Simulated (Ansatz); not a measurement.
Molecule: C3H3 (charge 0, doublet). It need not be the lowest isomer of its formula. SMILES: [CH]1C=C1
Geometry: optimised at B3LYP-D3(BJ)/def2-TZVP (Ansatz, a quantum-chemistry and plane-wave program).

Computed values are from Ansatz. Valence correlation only, unless marked. Open shells are spin-unrestricted. No spin-orbit coupling. No relativistic terms. Basis-set limits of correlation are two-point, X^-3; Hartree-Fock from the larger set. The bracket is a focal-point correction in the basis named.

```
Item                                                                                                                                                    Value
-------------------------------------  ----------------------------------------------------------------------------------------------------------------------
atomisation energy De                                                                     571.9 kcal/mol at RI-MP2/CBS(cc-pVTZ,cc-pVQZ)+[CCSD(T)-MP2]/cc-pVTZ
total energy                                                                                -115.7852 Eh at RI-MP2/CBS(cc-pVTZ,cc-pVQZ)+[CCSD(T)-MP2]/cc-pVTZ
dipole moment                                                                                                                   1.45 D at CCSD(T)/aug-cc-pVDZ
T1 diagnostic                                                                                                                           0.012 at CCSD/cc-pVTZ
measured enthalpy of formation, 298 K  116.4 kcal/mol (Active Thermochemical Tables 1.112 (ions: stationary electron), as tabulated in the package chemicals)
```
